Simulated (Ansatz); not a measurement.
**Ti, hcp: geometry optimisation**

All numbers below come from DFT, LDA (PW92), plane waves (420 eV) with PAW, scalar-relativistic (Ansatz 0.2.0). (PAW data from PBE, frozen cores regenerated.)

k-point mesh 12×12×7, Fermi-Dirac smearing 0.1 eV, no spin polarisation. Cell and atoms relax.

Starting structure:

```cif
data_structure
_symmetry_space_group_name_H-M 'P 1'
_symmetry_Int_Tables_number 1
_cell_length_a 2.9500
_cell_length_b 2.9500
_cell_length_c 4.6860
_cell_angle_alpha 90.000
_cell_angle_beta 90.000
_cell_angle_gamma 120.000
_cell_volume 35.32
loop_
_atom_site_label
_atom_site_type_symbol
_atom_site_fract_x
_atom_site_fract_y
_atom_site_fract_z
_atom_site_occupancy
Ti1 Ti 0.33333 0.66667 0.25000 1
Ti2 Ti 0.66667 0.33333 0.75000 1
```

Problem. What cell does the relaxation end in?

Solution. P6_3/mmc with a = 2.864 Å, c = 4.540 Å (c/a = 1.585); 16.12 Å³ per atom against 17.66 at the start (-8.7 %).

Problem. How much energy does the relaxation gain?

Solution. 50.2 meV per atom.
